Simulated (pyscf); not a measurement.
Four-centre exchange: Cl–BH–Cl + hydrogen (H₂) → Cl–BH–Cl + hydrogen (H₂)

Gas phase, singlet surface, charge 0. Bonds broken: B2–H5, H4–H6. Bonds formed: B2–H4, H5–H6. PySCF, gas phase, ωB97X-D3(BJ)/def2-SVP geometries.

Transition state (Å):

```xyz
6

Cl    -0.0474     0.2345     1.5691
B     -0.9604    -0.1238     0.0673
Cl    -1.4290    -1.7955    -0.3833
H     -2.0335     0.6159     0.0575
H     -0.3153     0.4020    -0.9359
H     -1.2857     0.8381    -0.7026
```

One imaginary mode, 1132i cm⁻¹; descent along it reached the two sides named.

| bond | change | reactant side (Å) | saddle | product side |
|---|---|---|---|---|
| B2–H5 | breaks | 1.199 | 1.303 | 3.1 |
| H4–H6 | breaks | 0.760 | 1.089 | 3.1 |
| B2–H4 | forms | 3.1 | 1.303 | 1.199 |
| H5–H6 | forms | 3.1 | 1.089 | 0.760 |

Electronic energies relative to the separated reactants (kJ/mol):

```csv
level,barrier,reaction energy,reverse barrier
ωB97X-D3(BJ)/def2-TZVP,116.9,0.0,116.9
PBE/def2-TZVP,95.3,0.0,95.3
r²SCAN/def2-TZVP,104.8,0.0,104.8
B3LYP-D3(BJ)/def2-TZVP,121.1,0.0,121.1
PBE0-D3(BJ)/def2-TZVP,96.6,0.0,96.6
M06-2X/def2-TZVP,124.6,0.0,124.6
ωB97M-D3(BJ)/def2-TZVP,115.9,0.0,115.9
HF/def2-TZVP,183.8,0.0,183.8
```

With ωB97M-D3(BJ)/def2-TZVP energies and thermal terms (ideal gas, 1 atm, RRHO with modes under 100 cm⁻¹ raised to 100, one conformer, R ln 2 for chiral ones without a mode under 150 cm⁻¹), in kJ/mol:

```json
[
 {"T (K)": "298", "ΔH‡": "126.2", "ΔG‡": "163.4", "ΔH": "0.0", "ΔG": "0.0"},
 {"T (K)": "600", "ΔH‡": "121.0", "ΔG‡": "203.3", "ΔH": "0.0", "ΔG": "0.0"},
 {"T (K)": "900", "ΔH‡": "118.8", "ΔG‡": "245.1", "ΔH": "0.0", "ΔG": "0.0"},
 {"T (K)": "1200", "ΔH‡": "118.6", "ΔG‡": "287.2", "ΔH": "0.0", "ΔG": "0.0"}
]
```

At the saddle there is also a short B–H contact that neither side keeps. This is the saddle that the search found; another between the same sides may lie lower.
